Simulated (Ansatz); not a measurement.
# BH6NO: the cost of one run

Method: RKS PBE/def2-SVP, in Ansatz 0.2.0.

**1. The structure to begin with**

Bond lengths: B1–O2 1.760 Å, O2–H3 1.010 Å, B1–H4 1.190 Å, B1–H5 1.190 Å, B1–N6 1.850 Å, N6–H7 1.060 Å, N6–H8 1.060 Å, O2–H9 1.140 Å, N6–H9 1.157 Å. Angles (14 of 16 angles, heavy atoms first): O2–B1–N6 71.6°, B1–O2–H3 109.5°, B1–O2–H9 79.4°, O2–B1–H4 120.0°, O2–B1–H5 120.0°, H4–B1–N6 96.8°, H5–B1–N6 101.3°, B1–N6–H7 120.0°, B1–N6–H8 120.0°, B1–N6–H9 75.1°, O2–H9–N6 133.9°, H3–O2–H9 112.1°, H4–B1–H5 120.0°, H7–N6–H8 120.0°.

As a file:

```xyz
9

B     0.0000    0.0000    0.0000
O     0.0000    0.0000    1.7600
H    -0.9095   -0.2814    2.0971
H     1.0305    0.0000   -0.5950
H    -1.0305    0.0000   -0.5950
N     0.0829    1.7537    0.5833
H     0.4765    1.9752    1.5423
H    -0.2631    2.5370   -0.0414
H     0.0529    1.1189    1.5507
```

**2. A restrained relaxation towards end A**

Springs on the bonds that form and break draw the guess towards this end; the thresholds are loose.

input.yaml reads:

```yaml
crystal:
  periodic: [false, false, false]
  atoms:
    - { symbol: B, position_ang: [0.0, 0.0, 0.0] }
    - { symbol: O, position_ang: [0.0, 0.0, 1.76] }
    - { symbol: H, position_ang: [-0.9095, -0.2814, 2.0971] }
    - { symbol: H, position_ang: [1.0305, 0.0, -0.595] }
    - { symbol: H, position_ang: [-1.0305, 0.0, -0.595] }
    - { symbol: "N", position_ang: [0.0829, 1.7537, 0.5833] }
    - { symbol: H, position_ang: [0.4765, 1.9752, 1.5423] }
    - { symbol: H, position_ang: [-0.2631, 2.537, -0.0414] }
    - { symbol: H, position_ang: [0.0529, 1.1189, 1.5507] }
basis:
  gaussian: { orbitals: def2-SVP }
hamiltonian:
  xc: pbe
relax:
  f_tol: 0.15
  max_steps: 25
  restrain:
    - { distance: [0, 5], at: 2.75, k: 30.0 }
    - { distance: [8, 1], at: 2.21, k: 30.0 }
    - { distance: [0, 1], at: 1.41, k: 30.0 }
    - { distance: [8, 5], at: 1.06, k: 30.0 }
```

Command:

```console
$ ansatz run input.yaml --threads 1 --pin off --max-ram 2048MiB --backend cpu --events-out ev --progress --plain --runs-dir out
```

Q: Estimate wall time and peak memory on 1 thread of Arm Neoverse V1, shared host.

About 21 s, with a peak of 0.13 GiB.
